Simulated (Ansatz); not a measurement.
**SiN2H4 (SMILES N[Si]N): one structure at several levels**

One table from this session's results is given with a row withheld; the runs are named, their logs left out.

Method: single points in def2-TZVPP; program: Ansatz 0.2.0, Gaussian basis.

Cores are frozen in the correlated methods.

## Where the work starts

SMILES `N[Si]N`, 7 atoms, charge 0, spin multiplicity 1.

Atoms are counted from 1 here; the program's logs count them from 0.

Bond lengths: N1–Si2 1.791 Å, N1–H4 1.000 Å, N1–H5 1.010 Å, Si2–N3 1.721 Å, N3–H6 0.975 Å, N3–H7 0.996 Å. Angles: Si2–N1–H4 126.0°, Si2–N1–H5 122.9°, H4–N1–H5 110.4°, N1–Si2–N3 98.0°, Si2–N3–H6 123.4°, Si2–N3–H7 121.8°, H6–N3–H7 114.6°.

As a file:

```
N    -1.2042    0.3203   -0.4235
Si   -0.1240   -1.1073   -0.4609
N     1.2408   -0.3934    0.3076
H    -2.1441    0.3559   -0.7628
H    -0.9821    1.1638    0.0861
H     1.2441    0.5160    0.6586
H     2.0692   -0.9129    0.4959
```

The first run:

File run/in.yaml:

```yaml
crystal:
  periodic: [false, false, false]
  atoms:
    - {symbol: N, position_ang: [-1.204200, 0.320300, -0.423500]}
    - {symbol: Si, position_ang: [-0.124000, -1.107300, -0.460900]}
    - {symbol: N, position_ang: [1.240800, -0.393400, 0.307600]}
    - {symbol: H, position_ang: [-2.144100, 0.355900, -0.762800]}
    - {symbol: H, position_ang: [-0.982100, 1.163800, 0.086100]}
    - {symbol: H, position_ang: [1.244100, 0.516000, 0.658600]}
    - {symbol: H, position_ang: [2.069200, -0.912900, 0.495900]}
basis:
  gaussian: {orbitals: def2-TZVPP}
correlation: {method: ccsd_t}
output: {forces: true}
```

The command line of these runs was not kept.

Steps of the session up to this table: CCSD(T)/def2-TZVPP; PBE0-D4/def2-TZVPP; wB97M-V/def2-TZVPP; r2SCAN-D4/def2-TZVPP; PBE-D4/def2-TZVPP; r2SCAN0-D4/def2-TZVPP; BHLYP-D4/def2-TZVPP.

One of the session's tables, all rows but one given; the rest of the session is left out.

| method | RMS force component (eV/Å) | angle to CCSD(T) forces (°) | dipole (D) |
| --- | --- | --- | --- |
| CCSD(T) | 0.711 | reference | 2.01 |
| PBE0-D4 | 0.731 | 3.3 | 2.11 |
| wB97M-V | 0.710 | 2.1 | 1.94 |
| r2SCAN-D4 | 0.729 | 1.9 | 2.24 |
| PBE-D4 | 0.778 | 13.4 | 2.15 |
| r2SCAN0-D4 | 0.720 | 11.2 | 2.14 |
| BHLYP-D4 | ? | ? | ? |

Estimate the missing values for BHLYP-D4.

**Answer.** RMS force component (eV/Å): 0.692; angle to CCSD(T) forces (°): 17.6; dipole (D): 1.95. In the column «RMS force component (eV/Å)» it is the lowest.
